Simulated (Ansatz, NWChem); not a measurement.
# How basis sets differ on N2H4 (hydrazine)

The species is N2H4 (6 atoms), meant as a singlet with charge 0. As SMILES, `NN`. The shape is that of a PBE0-D4/def2-TZVP optimisation. This is one conformer, not always the lowest.

Quantity: the atomisation enthalpy at 298 K, in kJ/mol. The values are calculated. The thermal term (zero-point and 298 K enthalpy, harmonic and unscaled) is that of PBE0-D4/def2-TZVP; the spin-orbit lowering of the free atoms at 298 K, 0.0 kJ/mol by their spectra, is taken off.

**What was measured.** Active Thermochemical Tables gives the atomisation enthalpy at 298 K of the gas as 1721 kJ/mol.

| level | kind | program | value (kJ/mol) | computed − measured | CPU time (all runs) |
| --- | --- | --- | --- | --- | --- |
| HF/STO-3G | Hartree–Fock | Ansatz | 1038 | -683 | 0.16 s |
| HF/3-21G | Hartree–Fock | Ansatz | 810 | -911 | 0.24 s |
| HF/6-31G | Hartree–Fock | NWChem | 821 | -900 | 2.2 s |
| HF/6-31G* (spherical functions) | Hartree–Fock | NWChem | 948 | -773 | 2.7 s |
| HF/6-31G** (spherical functions) | Hartree–Fock | NWChem | 986 | -735 | 3.1 s |
| HF/6-311G** | Hartree–Fock | NWChem | 977 | -744 | 4.3 s |
| HF/6-311G(2df,2pd) | Hartree–Fock | NWChem | 997 | -724 | 18 s |
| HF/cc-pVTZ | Hartree–Fock | Ansatz | 998 | -723 | 4.2 s |

Nearest: HF/STO-3G (-683 kJ/mol); farthest: HF/3-21G (-911 kJ/mol). Without the sets that lack polarisation functions the rows with a basis span only 948 to 998 kJ/mol. Times are those of the runs behind each value, whatever else they computed, on shared processors of several kinds: orders of magnitude only.
